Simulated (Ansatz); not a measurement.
Results of r²SCAN in Ansatz (plane waves, PAW) for rock-salt RbBr.

Run with plane-wave cutoff 600 eV, 6×6×6 k mesh, scalar-relativistic PAW data made under PBE.

Computed at the level's own relaxed cell.

Hill averages of the elastic tensor: K = 14.0 GPa, G = 7.1 GPa. Volume 41.507 Å³/atom, mean atomic mass 82.686 u.

Problem. Work out the density, the sound velocities of a polycrystal and the elastic Debye temperature at this level.

Solution. ρ = 1.66054 × 82.686/41.507 = 3.308 g/cm³. v_l = √[(K + 4G/3)/ρ] = 2.663 km/s and v_t = √(G/ρ) = 1.465 km/s. The mean follows from 3/v_m³ = 1/v_l³ + 2/v_t³: v_m = 1.633 km/s. Θ_D = (ħ/k_B) v_m (6π²/V)^(1/3) = 76.38 K Å s/km × 1.633 × 1.1258 Å⁻¹ = 140 K, counting all atoms of the cell.

Ansatz is a first-principles code.
